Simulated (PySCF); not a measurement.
acetone (C₃H₆O), SMILES CC(C)=O.

Coordinates come from a B3LYP-D3(BJ)/def2-SVP optimisation.

The numbers are results of r2SCAN/def2-TZVP in PySCF, not measurements.

### Question
Estimate the frontier levels, gap, dipole moment and polarisability. (The exact figures need the calculation; the answer reports its results.)

### Answer

| Property | Result |
|---|---|
| highest occupied level | -5.92 eV |
| lowest empty level | -1.30 eV |
| orbital gap | 4.62 eV |
| dipole moment | 0.617 e·Å |
| quadrupole, principal values (traceless, Buckingham form, about the centre of nuclear charge) | -4.88, 2.07, 2.82 D·Å |
| mean static polarisability | 40.6 bohr³ (6.02 Å³) |
| polarisability, principal values | 32.5, 44.1, 45.3 bohr³ |
